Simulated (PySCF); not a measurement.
**cyanoacetic acid: full NMR table**

```
Formula                               : C3H3NO2
SMILES                                : N#CCC(=O)O
InChI                                 : InChI=1S/C3H3NO2/c4-2-1-3(5)6/h1H2,(H,5,6)
Point group of the computed structure : C1
Degrees of unsaturation               : 3
Carbon signals                        : 3
Proton signals                        : 2
```

Mapped SMILES: `[N:1]#[C:2][CH2:3][C:4](=[O:5])[OH:6]`. Hydrogens are named by the atom that carries them.

[PySCF 2.14: PBE0-D3(BJ)/def2-SVP structure; B3LYP/pcJ-1 coupling constants; CAM-B3LYP/pcSseg-2 with gauge-including orbitals; one averaged value for each set of equivalent atoms; single conformer; no solvent; non-relativistic]

Shifts are taken against calculated references (same method and geometry level): TMS for 1H, 13C; 15N against NH3; H2O for 17O.

| carbon | δC, type | δH (multiplicity, J in Hz) | HMBC from (abs. J ≥ 3 Hz) | span of the C tensor (ppm) |
| --- | --- | --- | --- | --- |
| C2 | 122.1, C | – | H(C3) | 350 |
| C3 | 23.8, CH2 | 3.21 (s) | – | 46 |
| C4 | 175.9, C | – | H(C3) | 173 |

Other nuclei:
```csv
atoms,nucleus,environment,δ (ppm),σ (ppm)
H(O6),1H,hydrogen on an acid hydroxyl oxygen,6.28,25.06
N1,15N,nitrile nitrogen,312.4,-50.6
O5,17O,carbonyl oxygen,427.9,-98.1
O6,17O,acid hydroxyl oxygen,214.2,115.5
```

Selected couplings (Hz, signed; the shortest-range and largest first, 30 at most; isotopes 13C, 1H, 15N): 1J(C3,H(C3)) 141.8, 1J(C2,C3) 72.6, 1J(C3,C4) 64.1, 1J(N1,C2) -19.4, 2J(N1,C3) 3.4, 2J(C2,C4) -3.2, 3J(N1,H(C3)) -1.6.

1. Carbon types of the structure: 2 × C, 1 × CH2, leaving 1 H on heteroatoms.
2. δC 175.9: carboxylic acid carbon; lone-pair donation from the attached heteroatom keeps it upfield of a ketone carbonyl.
3. δC 122.1: nitrile carbon; C≡N carbons fall here, among the sp2 signals but without a proton.
4. δC 23.8: sp3 CH2 α to a carbonyl; the adjacent C=O deshields it moderately.
5. δH 6.28: hydrogen on an acid hydroxyl oxygen; exchangeable, gas-phase position.
6. δH 3.21: hydrogen on an sp3 CH2 α to a carbonyl.

OH and NH positions are those of a molecule without intermolecular hydrogen bonds; in solution they move with solvent, concentration and temperature, and exchange usually removes their couplings. Shifts are as computed, not scaled to solution data. Of 1211 compounds with measured shifts, 218 miss one by over three times the rms of a fit or turn the order of signals round; such compounds aren't used in these exercises. In solution the two oxygens of a carboxylic acid exchange roles by proton transfer and give one 17O line. Hydrogen bonding in solution shields acid and N–H amide carbonyl oxygens by tens of ppm. The C=O carbon of an acid or of an amide with N–H lies up to 10 ppm further downfield in solution, through hydrogen bonding that the calculation lacks. Unscaled 17O shifts of doubly bonded oxygen tend to come out too high, by tens of ppm or more. Experimental scales use liquid or dissolved standards, which lie at an offset from isolated NH3 (liquid NH3: subtract about 20 ppm) and H2O (liquid H2O: subtract about 36 ppm). Unscaled 15N shifts of sp2 nitrogen come out 20 to 40 ppm too high even then.
